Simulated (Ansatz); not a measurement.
A displaced shape of singlet SiH₄:

```tsv
atom	x (Å)	y (Å)	z (Å)
Si	0.0007	-0.0015	0.0500
H	0.8608	0.8541	0.9113
H	0.8741	-0.8772	-0.9078
H	-0.8923	0.8317	-0.8877
H	-0.8580	-0.8946	0.8995
```

It was optimised with HF/def2-SVP in Ansatz (development build ahead of 0.2.0) to forces under 0.001 eV/Å, with restricted orbitals. Each step stands on the lowest determinant of that kind that the program's search found.

**Question.** What shape does it relax to, and how does the optimisation go?

**Answer.**

```yaml
atoms:
  - { symbol: Si, position_ang: [-0.0029, -0.0175, 0.0130] }
  - { symbol: H, position_ang: [0.8451, 0.8453, 0.8679] }
  - { symbol: H, position_ang: [0.8594, -0.8586, -0.8491] }
  - { symbol: H, position_ang: [-0.8726, 0.8301, -0.8353] }
  - { symbol: H, position_ang: [-0.8436, -0.8867, 0.8686] }
```

Bond lengths: Si1–H2 1.481 Å, Si1–H3 1.481 Å, Si1–H4 1.481 Å, Si1–H5 1.481 Å. Angles: H2–Si1–H3 109.5°, H2–Si1–H4 109.5°, H2–Si1–H5 109.5°, H3–Si1–H4 109.5°, H3–Si1–H5 109.5°, H4–Si1–H5 109.5°.

| step | E − E(start) (eV) | largest force (eV/Å) |
| --- | --- | --- |
| 1 | 0.0000 | 1.3959 |
| 2 | -0.1023 | 0.2195 |
| 3 | -0.1116 | 0.0224 |
| 4 | -0.1116 | 0.0010 |

The optimisation ended after 4 steps with its threshold met.
